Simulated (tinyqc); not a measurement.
Inside a calculation. Method: Hueckel theory of the pi electrons, for the molecule Oc1c[cH+]1 (SMILES; centres numbered as the heavy atoms are written). One step of it, computed by the program tinyqc.

Problem. Energy, charges, bond orders. E = sum n x; q_r = z_r - P_rr; bond order p = P_rs; free valence = sqrt(3) - sum of p over the bonds of the atom.

x values: 2.526323  1.612613  -1.000000  -1.138935

occupations: 2.000000  2.000000  0.000000  0.000000

charge and bond-order matrix P, lower triangle:
```
           1O        2C        3C        4C
1O   1.913514
2C   0.339341  0.668539
3C  -0.158649  0.622488  0.708973
4C  -0.158649  0.622488  0.708973  0.708973
```

Centres:
```
centre  z_r, pi electrons of the neutral centre         h
1O                                            2  2.000000
2C                                            1  0.000000
3C                                            1  0.000000
4C                                            1  0.000000
```

Bonds:
```
i  j         k
1  2  0.800000
2  3         1
3  4         1
4  2         1
```

Give: pi energy = 4 alpha + this times beta; pi charges; Bond orders and lengths from R = 1.517 - 0.180 p; free valence of the carbons; gap between the highest filled and the next level.

Solution.

pi energy = 4 alpha + this times beta = 8.2779

pi charges: 1O 0.0865, 2C 0.3315, 3C 0.2910, 4C 0.2910

Bond orders and lengths from R = 1.517 - 0.180 p (angstrom, C-C alone):
```
bond       p       R
1-2   0.3393       -
2-3   0.6225  1.4050
3-4   0.7090  1.3894
4-2   0.6225  1.4050
```

free valence of the carbons: 2C 0.1477, 3C 0.4006, 4C 0.4006

gap between the highest filled and the next level = 2.6126 |beta|
